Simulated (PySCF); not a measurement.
butadiene (C4H6), SMILES C=CC=C. Atoms are numbered in the order given.

```xyz
10

C     -0.1098     1.8511     0.0000
C      0.4004     0.6091     0.0000
C     -0.4004    -0.6091     0.0000
C      0.1098    -1.8511     0.0000
H     -1.1913     2.0205     0.0000
H      0.5324     2.7350     0.0000
H      1.4891     0.4747     0.0000
H     -1.4891    -0.4747     0.0000
H     -0.5324    -2.7350     0.0000
H      1.1913    -2.0205     0.0000
```

The structure is a stationary point at B3LYP-D3(BJ)/def2-SVP. The values are those of a single conformer.

The numbers are results of B3LYP/def2-TZVP in PySCF, not measurements.

Symmetry labels are those of the subgroup C2h that the program uses (full group C2h).

Task: List the valence orbital energies around the gap with their symmetry. (An estimate is asked for; the answer gives what the named calculation found.)

Result: 
| orbital | symmetry | energy (eV) |
|---|---|---|
| HOMO−7 | Bu | -15.11 |
| HOMO−6 | Bu | -12.83 |
| HOMO−5 | Ag | -12.70 |
| HOMO−4 | Ag | -10.90 |
| HOMO−3 | Bu | -10.64 |
| HOMO−2 | Ag | -9.56 |
| HOMO−1 | Au | -9.04 |
| HOMO | Bg | -6.59 |
| LUMO | Au | -1.12 |
| LUMO+1 | Bg | 1.33 |
| LUMO+2 | Bu | 1.61 |
| LUMO+3 | Ag | 1.82 |
